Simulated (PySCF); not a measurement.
Input of a run (PBE0-D3(BJ)/def2-SVP geometry optimisation, gas phase (PySCF 2.14.0)), started from MMFF94s:
```
{"job": {"xc": "PBE0", "basis": "def2-SVP", "d3": "d3bj", "grid": 1, "kind": "geom"}, "charge": 0, "multiplicity": 1}
C      1.274184     0.662016    -0.230938
C      1.195586    -0.650505    -0.512407
C     -0.191894    -1.040417    -0.183971
C     -0.675545    -0.165931     0.962398
C     -0.067360     1.039209     0.262001
C     -1.095902     0.157674    -0.429232
H      2.123638     1.318382    -0.334898
H      1.966882    -1.299315    -0.896259
H     -0.540153    -2.051098    -0.313798
H     -1.531146    -0.252036     1.602837
H     -0.294733     2.047207     0.565081
H     -2.163557     0.234815    -0.490814
```

Output (energies in Eh, forces in Eh/bohr):
```
step   0  E = -231.68394301  max force = 0.020030
step   1  E = -231.69349490  max force = 0.015909
step   2  E = -231.69440454  max force = 0.015421
step   3  E = -231.69659267  max force = 0.012135
step   4  E = -231.69926962  max force = 0.005217
step   5  E = -231.69938933  max force = 0.002291
step   6  E = -231.69938165  max force = 0.001857
step   7  E = -231.69940429  max force = 0.000520
step   8  E = -231.69940637  max force = 0.000188
optimisation converged
```

Task: Summarise the run.

Result: The energy falls by 40.6 kJ/mol over 9 energy and gradient evaluations, the largest force component goes from 0.0200 to 1.9e-04 Eh/bohr, and the atoms move by 0.173 Å rms after alignment. The bond that changes most is C4–C6 (both ends sp3 carbon at a ring junction), which shortens by 0.048 Å. Bonds longer at the end by more than 0.005 Å: 8 of 14; shorter: 2. Among the angles that change most is C6–C4–H10, from 110.5° to 134.9°. Among the dihedrals that turn most is H9–C3–C4–H10, from -18° to 18°. The energy rose by more than 1e-6 Eh at step 6. The first step brought 62 % of the lowering.

Task: What are the final bond lengths?

Result: C1=C2 1.339 Å, C2–C3 1.505 Å, C3–C4 1.518 Å, C4–C5 1.518 Å, C5–C6 1.518 Å, C1–C5 1.506 Å, C3–C6 1.518 Å, C4–C6 1.442 Å, C1–H7 1.089 Å, C2–H8 1.089 Å, C3–H9 1.093 Å, C4–H10 1.091 Å, C5–H11 1.093 Å, C6–H12 1.091 Å. Numbering counts from 1 in the input's order; the species is benzvalene, `C1=CC2C3C1C23`.

The run used 114 basis functions and 57 SCF cycles in all. Hardware: one thread, Arm Neoverse V1, no GPU (shared host). Cost: 41 s of wall time.

No frequency check.
